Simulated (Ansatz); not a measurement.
Born–Oppenheimer molecular dynamics of B2H4O (7 atoms, charge 0, multiplicity 1). It starts from a relaxed structure.

All numbers below come from RKS B3LYP/def2-SVP (Ansatz 0.2.0).

```json
{
  "ensemble": "NVT, Nosé–Hoover chain",
  "time step": "0.5 fs",
  "steps asked": "150",
  "set temperature": "300 K",
  "thermostat": "time constant 50 fs, chain length 3",
  "seed": "521920"
}
```

First frame:

```xyz
7
Properties=species:S:1:pos:R:3
B -1.002 0.191 -0.652
B 0.328 0.036 0.371
O 1.389 -0.761 0.084
H -1.979 -0.515 -0.547
H -1.077 1.066 -1.486
H 0.329 0.669 1.419
H 2.073 -0.755 0.765
```

**Question.** How far do the bonds stretch over the last three quarters of this one trajectory? (Pairs bonded in most of those frames.)

**Answer.** 
```tsv
bond	mean (Å)	spread (Å)	shortest	longest
B1–B2	1.687	0.037	1.64	1.75
B1–H4	1.215	0.028	1.17	1.26
B1–H5	1.217	0.046	1.15	1.29
B2–O3	1.359	0.017	1.33	1.39
B2–H6	1.227	0.006	1.22	1.24
O3–H7	0.967	0.013	0.95	0.99
```

Mean temperature of the second half: 215 K. The conserved energy stayed within 0.23 meV per atom of its start (net change 0.19 meV per atom), so the integration is sound. The mean temperature of the second half is 28 % below the set value. A run of 0.075 ps of so small a system gives no equilibrium averages.

Time of the run: 2.5 min on 1 thread of Arm Neoverse V1, on a shared host, peak memory 0.1 GiB.
